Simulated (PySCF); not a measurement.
Molecule: SMILES FP(F)P, F$_{2}$H$_{2}$P$_{2}$.

Geometry:
```
atom   x (Å)   y (Å)   z (Å)
  F1  -1.403  -0.975  -1.080
  P2  -0.865   0.421  -0.475
  F3  -1.764   0.481   0.864
  P4   0.958  -0.428   0.507
  H5   1.396   0.881   0.888
  H6   1.683  -0.377  -0.727
```

Geometry PBE0-D3(BJ)/def2-SVP throughout; GIAO in PySCF 2.14.0 with density-fitted response routines, gas phase, one conformer, non-relativistic; equivalent atoms averaged; functional PBE0.

For orientation, pcSseg-0 gives these shifts δ (against CFCl3, H3PO4, TMS at the same level): F1/F3 -120.4, P2 289.8, P4 -227.7, H5/H6 3.51 ppm.

A run gave: F1/F3 -87.7, P2 295.1, P4 -139.0, H5/H6 2.39 ppm (shifts δ (against CFCl3, H3PO4, TMS at the same level)).

Question: Which basis set was used in that run?
A. cc-pVDZ
B. aug-cc-pVDZ
C. cc-pVTZ
D. IGLO-III

Answer: A. P4 tells them apart best: cc-pVDZ gives -139.0, IGLO-III gives -170.1, cc-pVTZ gives -174.1, aug-cc-pVDZ gives -149.6 ppm.
